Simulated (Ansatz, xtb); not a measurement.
# Relative energy of two isomers of C5H9F

Structure I: `FC1CCCC1`, a singlet. Structure II: `CC(C)=C(C)F`, a singlet. Both are isolated molecules in the gas phase, relaxed with B3LYP/6-31G*; the shapes shown needn't be the lowest conformers.

I (Å):

```xyz
15

C    -0.6687    0.7423   -0.6588
C    -0.2002    1.1296    0.7449
C     1.1819    0.4502    0.8799
C     1.6936    0.2287   -0.5823
C     0.6041    0.8215   -1.5025
F    -1.6648    1.5938   -1.1310
H    -1.0832   -0.2755   -0.6686
H    -0.9079    0.8425    1.5290
H    -0.1049    2.2224    0.7687
H     1.0923   -0.5098    1.4002
H     1.8717    1.0612    1.4702
H     1.8217   -0.8415   -0.7800
H     2.6672    0.6968   -0.7565
H     0.7976    1.8819   -1.7083
H     0.5159    0.3078   -2.4650
```

II (Å):

```xyz
15

C    -0.9938    0.6513    0.1220
C     0.4484    0.2659   -0.0909
C     0.7984   -1.1610    0.2535
C     1.3736    1.1143   -0.5529
C     1.2824    2.5496   -0.9585
F     2.6579    0.6659   -0.7110
H    -1.6566    0.0110   -0.4767
H    -1.2819    0.5024    1.1720
H    -1.2130    1.6896   -0.1377
H     1.8538   -1.3755    0.0795
H     0.5714   -1.3733    1.3075
H     0.1997   -1.8629   -0.3437
H     1.9646    3.1586   -0.3518
H     0.2737    2.9508   -0.8501
H     1.5918    2.6676   -2.0048
```

Q: Which of the two would you expect CCSD(T)/def2-SVP + ΔMP2/def2-TZVPP electronic energies to favour?

A: Structure I; the calculation gives E(II) − E(I) = +9.7 kcal/mol.

How the difference moves with the method:

```csv
level,geometry,E(II) − E(I) (kcal/mol),departure from the last row (kcal/mol),"job, with rough time for the two"
GFN2-xTB,GFN2-xTB,+19.1,+9.4,"optimisation, 0.37 s"
HF/STO-3G,GFN2-xTB,+35.3,+25.6,"single point, 1.5 s"
r2SCAN-D4/def2-SVP,GFN2-xTB,+9.2,−0.5,"single point, 9 s"
B3LYP/6-31G*,B3LYP/6-31G*,+6.0,−3.7,"optimisation, 2 min"
HF/def2-SVP,B3LYP/6-31G*,+9.4,−0.3,part of the CCSD(T) run
MP2/def2-SVP,B3LYP/6-31G*,+10.4,+0.7,part of the CCSD(T) run
CCSD(T)/def2-SVP,B3LYP/6-31G*,+9.2,−0.5,single point
CCSD(T)/def2-SVP + ΔMP2/def2-TZVPP,B3LYP/6-31G*,+9.7,,"single point, 2.2 min"
```

As drawn, II has 1 C=C in place of 2 C–C. Structure I has a 5-membered ring, II no ring.

The levels shown agree on the order. The largest departure from CCSD(T)/def2-SVP + ΔMP2/def2-TZVPP is that of HF/STO-3G, 25.6 kcal/mol. A small imaginary or near-zero mode remains, so no thermal terms are given. The last row adds to CCSD(T) the change of the MP2 difference between the two basis sets, here +0.5 kcal/mol.

The correlated steps freeze 6 core orbitals. Codes used: Ansatz 0.2.0, xtb 6.7.1; the last row on 2 threads of Intel(R) Xeon(R) Processor @ 2.50GHz (Skylake/Cascade Lake) on a shared host.
